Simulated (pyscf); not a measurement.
Optimised with ωB97X-D3(BJ)/def2-SVP in PySCF.

### Question
What is the homolytic dissociation enthalpy (298 K, ωB97M-D3(BJ)/def2-TZVP) of the Mo–N bond of `[NH2][Mo](=[O])([OH])([F])[F]`, to NH₂• + [O=Mo(OH)(F)–F]•?

### Answer
Mo–N to NH₂• + [O=Mo(OH)(F)–F]•: 56.1 kcal/mol. The 7 functionals that were run give +56.1 (ωB97M-D3(BJ)) to +67.2 kcal/mol (PBE). The radicals are drawn with the spin at the cut bond; how far it spreads was not checked. Other isomers of [O=Mo(OH)(F)–F]• were not searched in full and may lie lower. Open-shell species with a d-block atom are single-reference here; other states, and whether the spin sits on metal or ligand, were not checked. Elements past Kr carry the def2 core potentials, without spin-orbit coupling.
